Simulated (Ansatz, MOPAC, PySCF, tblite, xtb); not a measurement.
Scan of H₃ (cation, charge +1), singlet: collinear H-H-H surface. Scanned: first H-H distance and second H-H distance.

Levels: GFN2-xTB, 300 K electronic temperature (tblite); RHF/def2-SVP (PySCF); FCI/def2-SVP = full CI/def2-SVP, frozen core run with Ansatz (a first-principles code); RHF/def2-SVP (Ansatz); MP2/def2-SVP = MP2 on RHF/def2-SVP, frozen core in Ansatz; CCSD/def2-SVP = Ansatz with CCSD on RHF/def2-SVP, frozen core; CCSD(T)/def2-SVP = Ansatz with CCSD(T) on RHF/def2-SVP, frozen core; RKS-PBE0/def2-SVP = restricted PBE0/def2-SVP in Ansatz; RKS-CAM-B3LYP/def2-SVP = restricted CAM-B3LYP/def2-SVP in Ansatz; RKS-PBE/def2-SVP = restricted PBE/def2-SVP in Ansatz; PM7, restricted, heats of formation (MOPAC); AM1, restricted, heats of formation (MOPAC); GFN1-xTB (xtb); RKS-B3LYP/6-31G* = PySCF with restricted B3LYP/6-31G*, spherical d; RHF/LANL2DZ = restricted Hartree-Fock/LANL2DZ (PySCF); RMP2/6-31G* = PySCF 2.14.0 with restricted MP2 (frozen core)/6-31G*, spherical d; RKS-LDA (SVWN5)/6-31G* = restricted LDA (SVWN5)/6-31G*, spherical d (PySCF).

Energies in kcal/mol at chosen points (x: first H-H distance (Å); y: second H-H distance (Å)), relative to x = 0.86, y = 0.86:

```tsv
method	(2.15, 1.01)	(1.19, 0.81)	(1.52, 1.25)	(0.63, 0.81)	(1.03, 0.67)	(0.73, 1.09)	(1.36, 1.38)
GFN2-xTB	51.3	7.6	35.3	31.1	16.6	9.8	33.6
RHF	65.9	16.2	62.5	14.2	14.8	12.5	61.8
FCI/def2-SVP	68.1	16.0	56.3	17.2	16.7	13.4	54.8
RHF/def2-SVP	65.9	16.2	62.5	14.2	14.8	12.5	61.8
MP2/def2-SVP	66.8	16.1	59.1	15.8	15.8	13.0	58.0
CCSD/def2-SVP	68.1	16.0	56.3	17.2	16.7	13.4	54.8
CCSD(T)/def2-SVP	68.1	16.0	56.3	17.2	16.7	13.4	54.8
RKS-PBE0/def2-SVP	60.1	14.6	53.7	17.5	16.0	12.5	52.7
RKS-CAM-B3LYP/def2-SVP	60.9	14.3	54.2	17.9	15.9	12.3	53.2
RKS-PBE/def2-SVP	54.4	13.3	48.2	19.3	16.4	12.2	47.3
PM7	103.1	27.4	108.2	21.6	22.9	20.2	107.9
AM1	80.1	20.3	81.6	0.7	8.4	11.2	81.4
GFN1-xTB	47.6	10.4	43.3	21.6	15.7	9.9	42.7
RKS-B3LYP/6-31G*	60.0	15.0	54.7	12.9	14.1	11.8	53.9
RHF/LANL2DZ	67.5	16.5	63.6	10.5	13.4	12.0	62.8
RMP2/6-31G*	66.4	16.4	59.3	11.2	14.0	12.3	58.4
RKS-LDA (SVWN5)/6-31G*	54.2	13.4	47.6	16.4	15.3	11.8	46.7
```
